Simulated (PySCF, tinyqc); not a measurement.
Inside a calculation. Method: RHF in the sto-3g basis, for H2O, spin multiplicity 1. The lowest restricted solution is unstable here: a spin-polarised one lies 0.0387 hartree lower (PySCF). One step of it, computed by the program tinyqc.

Question. Orthogonalisation. S = U s U^T; symmetric (Loewdin) form X = U s^(-1/2) U^T, so that X^T S X = 1.

overlap S:
```
           1O 1s     1O 2s    1O 2px     1O 2py    1O 2pz     2H 1s      3H 1s
1O 1s   1.000000  0.236704  0.000000   0.000000  0.000000  0.019691   0.017738
1O 2s   0.236704  1.000000  0.000000   0.000000  0.000000  0.241924   0.222999
1O 2px  0.000000  0.000000  1.000000   0.000000  0.000000  0.000000   0.000000
1O 2py  0.000000  0.000000  0.000000   1.000000  0.000000  0.194579  -0.181516
1O 2pz  0.000000  0.000000  0.000000   0.000000  1.000000  0.129439   0.120758
2H 1s   0.019691  0.241924  0.000000   0.194579  0.129439  1.000000   0.065124
3H 1s   0.017738  0.222999  0.000000  -0.181516  0.120758  0.065124   1.000000
```

Give: eigenvalues of S; X.

Answer.

eigenvalues of S: 0.6013  0.7007  0.8999  1.0000  1.0940  1.2349  1.4692

X:
```
          1O 1s    1O 2s  1O 2px   1O 2py   1O 2pz    2H 1s    3H 1s
1O 1s    1.0227  -0.1281  0.0000  -0.0003  -0.0028   0.0131   0.0120
1O 2s   -0.1281   1.0670  0.0000   0.0030   0.0236  -0.1299  -0.1178
1O 2px   0.0000   0.0000  1.0000   0.0000   0.0000   0.0000   0.0000
1O 2py  -0.0003   0.0030  0.0000   1.0297   0.0015  -0.1079   0.0999
1O 2pz  -0.0028   0.0236  0.0000   0.0015   1.0124  -0.0680  -0.0624
2H 1s    0.0131  -0.1299  0.0000  -0.1079  -0.0680   1.0473  -0.0220
3H 1s    0.0120  -0.1178  0.0000   0.0999  -0.0624  -0.0220   1.0403
```
